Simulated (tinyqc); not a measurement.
Worked calculation: CCSD on RHF in the sto-3g basis, for LiH, spin multiplicity 1. One step of it, computed by the program tinyqc.

Question. CCSD: starting amplitudes. t_ij^ab = <ij||ab> / (e_i + e_j - e_a - e_b), whose energy is MP2.

orbital energies (hartree): MO1 -2.351768, MO2 -0.275459, MO3 0.077076, MO4 0.163822, MO5 0.163822, MO6 0.515224

Two-electron integrals over orbitals (pq|rs), unique and non-zero (hartree):
```
(11|11) 1.658824    (21|11) -0.107143   (21|21) 0.012199    (22|11) 0.353672
(22|21) 0.005228    (22|22) 0.479529    (31|11) -0.139447   (31|21) 0.010935
(31|22) -0.014655   (31|31) 0.021791    (32|11) 0.015954    (32|21) -0.003079
(32|22) -0.050566   (32|31) 0.000107    (32|32) 0.014308    (33|11) 0.395076
(33|21) -0.010423   (33|22) 0.220592    (33|31) 0.001633    (33|32) 0.008976
(33|33) 0.336525    (41|41) 0.009817    (42|41) 0.007406    (42|42) 0.022829
(43|41) 0.010279    (43|42) 0.019400    (43|43) 0.041270    (44|11) 0.396328
(44|21) -0.004127   (44|22) 0.264654    (44|31) -0.005005   (44|32) 0.007082
(44|33) 0.281674    (44|44) 0.312946    (51|51) 0.009817    (52|51) 0.007406
(52|52) 0.022829    (53|51) 0.010279    (53|52) 0.019400    (53|53) 0.041270
(54|54) 0.016869    (55|11) 0.396328    (55|21) -0.004127   (55|22) 0.264654
(55|31) -0.005005   (55|32) 0.007082    (55|33) 0.281674    (55|44) 0.279207
(55|55) 0.312946    (61|11) 0.060471    (61|21) -0.009336   (61|22) -0.007371
(61|31) -0.003245   (61|32) 0.002058    (61|33) 0.011084    (61|44) 0.000943
(61|55) 0.000943    (61|61) 0.009631    (62|11) -0.053187   (62|21) 0.003714
(62|22) 0.121421    (62|31) 0.001708    (62|32) -0.036085   (62|33) -0.014989
(62|44) -0.021703   (62|55) -0.021703   (62|61) 0.000065    (62|62) 0.125266
(63|11) 0.018292    (63|21) -0.003162   (63|22) -0.052107   (63|31) 0.004283
(63|32) 0.010658    (63|33) 0.035970    (63|44) 0.003274    (63|55) 0.003274
(63|61) 0.004348    (63|62) -0.033075   (63|63) 0.026844    (64|41) -0.006162
(64|42) -0.019496   (64|43) -0.013470   (64|64) 0.019832    (65|51) -0.006162
(65|52) -0.019496   (65|53) -0.013470   (65|65) 0.019832    (66|11) 0.360997
(66|21) 0.002416    (66|22) 0.448834    (66|31) -0.011302   (66|32) -0.044682
(66|33) 0.240665    (66|44) 0.266454    (66|55) 0.266454    (66|61) -0.003827
(66|62) 0.126739    (66|63) -0.044612   (66|66) 0.448898
```

Give: Starting amplitudes; correlation energy.

Answer.

Starting amplitudes (spin orbitals 1a, 1b, ...; amplitudes related by a flip of all spins are not repeated):
```
from      to          t
2a 2b  6a 6b    -0.0792
2a 2b  3a 6b     0.0316
2a 2b  5a 5b    -0.0260
2a 2b  4a 4b    -0.0260
2a 2b  3a 3b    -0.0203
1a 1b  3a 3b    -0.0045
1a 2b  5a 5b    -0.0025
1a 2b  4a 4b    -0.0025
1a 1b  5a 5b    -0.0020
1a 1b  4a 4b    -0.0020
1a 1b  6a 6b    -0.0017
1a 2b  3b 6a     0.0006
1a 1b  3a 6b     0.0006
1a 2b  3a 6b    -0.0005
1a 2a  3a 6a   1.09e-04
1a 2b  3a 3b  -3.84e-05
1a 2b  6a 6b  -1.78e-05
```

correlation energy = -0.013913 hartree
